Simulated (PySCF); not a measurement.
## TDDFT excited states: [C5H4F]+

C₅H₄F (charge +1).
Atom-mapped SMILES: `[CH2:1]=[CH:2][c:3]1[cH+:4][c:5]1[F:6]` (hydrogens: H7, H8 on C1; H9 on C2; H10 on C4)

Structure used (PBE0-D3(BJ)/def2-SVP), in Å, numbered top down from 1:
```
atom  x, y, z in Å
C1    -0.141    1.863    0.041
C2    -0.760    0.696   -0.232
C3    -0.072   -0.534   -0.055
C4    -0.076   -1.930   -0.131
C5     1.028   -1.286    0.297
F6     2.216   -1.329    0.719
H7     0.892    1.899    0.403
H8    -0.659    2.817   -0.092
H9    -1.790    0.651   -0.595
H10   -0.629   -2.840   -0.377
```

Theory: TDDFT CAM-B3LYP/def2-SVPD, vertical, gas phase, core orbitals frozen in the response (PySCF 2.14.0, density-fitted response routines).

Task: What does the calculation give for the low-lying excited states?

Result: 

```json
{"state": "S1", "λ (nm)": "213.0", "E (eV)": "5.82", "f": "0.522", "symmetry": "A′", "main configurations (H = HOMO, L = LUMO)": "H→L (98%)"}
{"state": "S2", "λ (nm)": "193.2", "E (eV)": "6.42", "f": "0.0000", "symmetry": "–", "main configurations (H = HOMO, L = LUMO)": "H-1→L (96%)"}
{"state": "S3", "λ (nm)": "181.1", "E (eV)": "6.85", "f": "0.0076", "symmetry": "A′", "main configurations (H = HOMO, L = LUMO)": "H→L+1 (99%)"}
{"state": "S4", "λ (nm)": "175.9", "E (eV)": "7.05", "f": "0.0009", "symmetry": "–", "main configurations (H = HOMO, L = LUMO)": "H-2→L (87%)"}
{"state": "S5", "λ (nm)": "165.9", "E (eV)": "7.47", "f": "0.0000", "symmetry": "–", "main configurations (H = HOMO, L = LUMO)": "H-1→L+1 (68%), H-3→L+1 (15%)"}
{"state": "S6", "λ (nm)": "160.9", "E (eV)": "7.71", "f": "0.0005", "symmetry": "–", "main configurations (H = HOMO, L = LUMO)": "H-3→L (80%)"}
{"state": "S7", "λ (nm)": "147.3", "E (eV)": "8.41", "f": "0.0026", "symmetry": "A″", "main configurations (H = HOMO, L = LUMO)": "H→L+2 (92%)"}
{"state": "S8", "λ (nm)": "145.5", "E (eV)": "8.52", "f": "0.0009", "symmetry": "–", "main configurations (H = HOMO, L = LUMO)": "H-2→L+1 (37%), H-3→L+1 (32%), H-5→L (16%)"}
{"state": "S9", "λ (nm)": "139.4", "E (eV)": "8.89", "f": "0.018", "symmetry": "A′", "main configurations (H = HOMO, L = LUMO)": "H-4→L (94%)"}
{"state": "S10", "λ (nm)": "131.9", "E (eV)": "9.40", "f": "0.0011", "symmetry": "–", "main configurations (H = HOMO, L = LUMO)": "H-5→L (69%)"}
```

Triplets, Tamm–Dancoff:

| state | E (eV) | λ (nm) | main configurations (H = HOMO, L = LUMO) |
| --- | --- | --- | --- |
| T1 | 3.39 | 366.2 | H→L (94%) |
| T2 | 5.64 | 219.7 | H→L+1 (78%), H-4→L+1 (12%) |
| T3 | 6.07 | 204.2 | H-1→L (94%) |
| T4 | 6.56 | 188.9 | H-2→L (89%) |

The lowest singlet comes at 213 nm (562 kJ/mol) in the ultraviolet; it is strong; its leading configuration is HOMO→LUMO (98%). The lowest level is also the most intense of those listed (f = 0.522). Löwdin shares by element: HOMO carbon 84% or more (atoms not listed hold the other 16%); LUMO carbon 85% or more (atoms not listed hold the other 15%). The oscillator strengths of these states sum to 0.554; summed over the whole spectrum of an exact calculation they would give the number of electrons, 42 (Thomas–Reiche–Kuhn). Orbital energies (eV): HOMO-3 -18.53, HOMO-2 -18.08, HOMO-1 -17.21, HOMO -15.08, LUMO -6.65, LUMO+1 -5.27, LUMO+2 -3.52. The listed states span 3.58 eV, and the widest gap between neighbours is 0.71 eV (S6 to S7). No computed singlet lies in the visible range (380 to 750 nm); the lowest, at 213 nm, stands 2.56 eV above its violet end (3.26 eV). The vertical ionisation energy (ΔSCF) is 16.04 eV, 6.65 eV above S10. Symmetry labels in Cs follow from the direction of the transition dipole and are given only for states with f of 0.002 or more. Only the lowest 10 singlets were computed, as vertical energies without vibronic structure.

One conformer stands for the species.
